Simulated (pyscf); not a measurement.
# Concerted two-bond exchange: HO–SiH: [singlet] + silanol (HO–SiH₃) -> O=SiH–O–SiH₃ + hydrogen (H₂)

Gas phase, singlet surface, charge 0. Bonds broken: O1–H3, O5–H7. Bonds formed: Si2–O5, H3–H7. Single points on ωB97X-D3(BJ)/def2-SVP structures (PySCF, gas phase).

Transition state (Å):

```xyz
10

O     -1.4002     0.8498    -1.7081
Si    -0.0882     0.9858    -0.7412
H     -1.8634    -0.0492    -1.3792
H      1.1598     0.3618    -1.3207
O     -0.6630    -0.0475     0.4643
Si    -0.1636    -0.5766     2.0085
H     -1.7051    -0.9124    -0.4528
H      1.2912    -0.8862     1.9805
H     -0.4489     0.4968     2.9932
H     -0.9564    -1.7950     2.2982
```

One imaginary mode, 1368i cm⁻¹; descent along it reached the two sides named, in the forms told below.

```csv
bond,change,reactant side (Å),saddle,product side
O1–H3,breaks,0.963,1.063,2.329
O5–H7,breaks,0.973,1.636,5.8
Si2–O5,forms,2.090,1.689,1.626
H3–H7,forms,3.2,1.276,0.763
```

Electronic energies relative to the separated reactants (eV):

```csv
level,barrier,reaction energy,reverse barrier
ωB97X-D3(BJ)/def2-TZVP,2.49,-1.43,3.91
PBE/def2-TZVP,1.61,-1.28,2.89
r²SCAN/def2-TZVP,1.66,-1.52,3.18
B3LYP-D3(BJ)/def2-TZVP,1.95,-1.37,3.32
PBE0-D3(BJ)/def2-TZVP,2.03,-1.24,3.27
M06-2X/def2-TZVP,2.36,-1.32,3.67
ωB97M-D3(BJ)/def2-TZVP,2.50,-1.21,3.71
HF/def2-TZVP,4.03,-1.08,5.11
```

With ωB97M-D3(BJ)/def2-TZVP energies and thermal terms (ideal gas, 1 atm, RRHO with modes under 100 cm⁻¹ raised to 100, one conformer, R ln 2 for chiral ones without a mode under 150 cm⁻¹), in eV:

| T (K) | ΔH‡ | ΔG‡ | ΔH | ΔG |
|---|---|---|---|---|
| 298 | 2.31 | 2.82 | -1.36 | -1.23 |
| 600 | 2.32 | 3.33 | -1.32 | -1.11 |
| 900 | 2.36 | 3.83 | -1.28 | -1.02 |
| 1200 | 2.41 | 4.31 | -1.25 | -0.94 |

On the reactant side the descent ends in an adduct with a O–Si contact (not fully relaxed), 0.48 eV under the separated species and 2.96 eV under the saddle at ωB97X-D3(BJ)/def2-TZVP. What is counted as formed (O–Si) is already present as a longer contact in the reactant adduct; forming that adduct is a step of its own. O=SiH–O–SiH₃ lies 0.43 eV over its isomer HO–Si:–O–SiH₃ [singlet] (electronic energy, ωB97M-D3(BJ)/def2-TZVP). This is the saddle that the search found; another between the same sides may lie lower. One closed-shell reference is unstable to symmetry breaking; treat the single-reference values with care.
